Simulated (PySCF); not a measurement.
# Stretching NaP⁺

Set-up: basis Na aug-cc-pVDZ, P aug-cc-pV(D+d)Z; no relativity; PySCF 2.14. Energies in eV from Na⁺ + P in their ground configurations at the same level. State: ⁴Σ⁻ (quartet), unpaired electrons σ ↑, π ↑↑.

All columns are TPSS. A positive dipole points towards P; it is taken about the centre of mass and depends on that origin.

```
R (Å)  E (eV)  μ (D)  Mulliken charge on Na (basis-dependent)  HOMO (eV)  LUMO (eV)  Mayer bond order  ⟨S²⟩
2.673  -0.136  -5.28                                     0.96     -11.57      -9.46              0.08  3.75
2.797  -0.205  -5.64                                     0.93     -11.41      -9.33              0.14  3.75
2.921  -0.241  -6.01                                     0.90     -11.25      -9.18              0.18  3.75
3.015  -0.254  -6.29                                     0.89     -11.14      -9.07              0.20  3.75
3.108  -0.258  -6.58                                     0.88     -11.03      -8.96              0.21  3.75
3.201  -0.256  -6.88                                     0.88     -10.92      -8.85              0.21  3.75
3.326  -0.246  -7.28                                     0.89     -10.78      -8.70              0.20  3.75
3.481  -0.228  -7.79                                     0.90     -10.61      -8.51              0.19  3.75
3.667  -0.201  -8.41                                     0.91     -10.42      -8.29              0.16  3.75
3.916  -0.166  -9.25                                     0.93     -10.18      -8.01              0.13  3.75
```

A fit through these points gives, at Re = 3.117 Å, μ = -6.61 D and dμ/dR = -3.15 D/Å; the reduced mass is 13.2 u.

How strong is the fundamental in the double-harmonic approximation, I = 42.26·(dμ/dR)²/μred km/mol?

I = 42.26·(-3.15)²/13.2 = 31.8 km/mol at TPSS.

The bond is weak. Basis-set superposition, not corrected here, can be much of De in a small basis, most of all at correlated wavefunction levels. For an ion De counts to the pair picked by the measured ionisation energies or electron affinities, which need not be the lowest pair at this level. The state is the lowest determinant that a PBE0 search found; another state may lie lower at other levels.
